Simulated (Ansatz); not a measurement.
A run for Ansatz (a quantum-chemistry and plane-wave program): R-wB97M-V/def2-TZVPPD on Cl_anion (SMILES [Cl-]). Charge -1. Files ending in .json are basis or fitting sets from the Basis Set Exchange.

Ansatz 0.2 input:
```yaml
crystal:
  periodic: [false, false, false]
  atoms:
    - {symbol: Cl, position_ang: [0.00000000, 0.00000000, 0.00000000]}
basis:
  gaussian:
    orbitals: def2-TZVPPD.json
hamiltonian:
  xc: {name: wB97M-V}
total_charge: -1
scf: {lower_state_search: off}
```

The head of its log:

```
WARN ansatz: RAYON_NUM_THREADS=1 ignored (pool sized by the plan → 1); use --threads N
Functional definition: wB97M-V
these checks for a lower state are left out or cut short: stability, starts, cluster_reference, orbital_swaps, neighbouring_geometries, increment
integrals: 0.01 GiB planned
327 factors; their error is unknown
integrals: 0.04 GiB planned
60 factors; integrals over basis functions are off by at most 9.2e-5 eV
mean field: 0.12 GiB planned
mean field evaluation 1: about -12523.4522 eV, gradient 2.1e1 eV
mean field evaluation 2: about -12523.8676 eV, gradient 1.6e1 eV
```

Question: What total energy does the run end on?

Answer: -460.2598 hartree.
